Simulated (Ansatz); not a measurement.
Relaxation of C4H10FN (16 atoms, charge 0, multiplicity 1), to a largest force component of 0.015 eV/Å in at most 40 steps.

These are results of RKS BLYP/def2-SVP (Ansatz 0.2.0), not measurements.

```xyz
16
Properties=species:S:1:pos:R:3
C -0.537 -0.404 -1.423
C 0.072 0.381 -0.274
C 0.312 -0.534 0.916
N 1.313 -1.628 0.584
C -0.803 1.546 0.145
F -0.163 2.274 1.132
H 0.088 -1.150 -1.818
H -0.755 0.344 -2.270
H -1.530 -0.796 -1.085
H 1.037 0.794 -0.593
H 0.785 0.038 1.769
H -0.579 -0.944 1.321
H 1.378 -2.163 1.409
H 2.115 -1.252 0.309
H -1.765 1.200 0.573
H -0.992 2.272 -0.650
```

Problem. Where does it end, and by what steps?

Solution. The run converged. After 5 steps the energy has fallen by 0.718 eV; H14 moved furthest, 0.19 Å.

```csv
step,energy less start (eV),largest force component (eV/Å),accepted
0,0.0000,6.734,yes
1,-0.6297,1.992,yes
2,-0.6560,0.959,yes
3,-0.7089,0.244,yes
4,-0.7171,0.050,yes
5,-0.7177,0.013,yes
```

```xyz
16
Properties=species:S:1:pos:R:3
C -0.600 -0.360 -1.435
C 0.063 0.389 -0.261
C 0.375 -0.544 0.936
N 1.320 -1.611 0.553
C -0.798 1.580 0.178
F -0.147 2.340 1.162
H 0.003 -1.251 -1.695
H -0.693 0.283 -2.335
H -1.618 -0.713 -1.164
H 1.032 0.812 -0.614
H 0.715 0.091 1.787
H -0.572 -1.029 1.264
H 1.418 -2.283 1.326
H 2.260 -1.207 0.426
H -1.768 1.231 0.601
H -1.014 2.248 -0.684
```

Whether the end is a true minimum wasn't checked by a vibrational analysis.

Run time: 19 s on 2 threads of Arm Neoverse V2 (shared host), peak memory 0.17 GiB.
